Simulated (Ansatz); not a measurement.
# BSiNH (quartet): the correlation ladder, def2-QZVPP

One table from this session's results is given with a row withheld; the runs are named, their logs left out.

Computed with Ansatz 0.2.0, Gaussian basis. Level: def2-QZVPP, core rule «outside noble gas», up to 7 orbitals frozen.

Plan: UHF; ROHF; CCSD(T) on UHF.

2 further runs of the same task are left out: 2 set aside as unsound or not needed. Runs told in other sessions of the task aren't counted.

### The geometry

The geometry is a PBE0/def2-TZVP stationary point (not a proven minimum) of the parent state, kept for this charge and spin.

4 atoms, charge 0, spin multiplicity 4.

Atoms are counted from 1 here; the program's logs count them from 0.

Bond lengths: B1–N2 1.259 Å, N2–Si3 1.712 Å, Si3–H4 1.534 Å. Angles: B1–N2–Si3 171.7°, N2–Si3–H4 96.4°.

Set-up of the first run:

in.yaml reads:

```yaml
crystal:
  periodic: [false, false, false]
  atoms:
    - {symbol: B, position_ang: [0.000000, 0.016116, 1.931055]}
    - {symbol: N, position_ang: [0.000000, 0.074561, 0.673291]}
    - {symbol: Si, position_ang: [0.000000, -0.093854, -1.030677]}
    - {symbol: H, position_ang: [0.000000, 1.406192, -1.349441]}
basis:
  gaussian: {orbitals: "def2-QZVPP.json"}
magnetization: {spin_polarized: true, initial_magnetization: 3}
hamiltonian: {xc: hf}
output: {orbitals: {seedname: orbitals}}
```

Run with:

```console
$ ansatz run in.yaml --threads 1 --pin off --events-out ev --progress --plain --max-ram 2393MiB
```

Steps of the session up to this table: UHF; ROHF; CCSD(T) on UHF.

One table of the session follows, with a row left open; its other results are not shown here.

It belongs to the step «Misses and costs». 

```
  method  from UCCSD(T) (meV)
    ROHF             +10977.9
     UHF             +10728.3
    UMP2                    ?
   UCCSD               +560.8
UCCSD(T)                    0
```

Q: Estimate the row for UMP2 from the others.

As computed: from UCCSD(T) (meV): +1051.4. In the column «from UCCSD(T) (meV)» it lies between UCCSD (+560.8) and UHF (+10728.3).
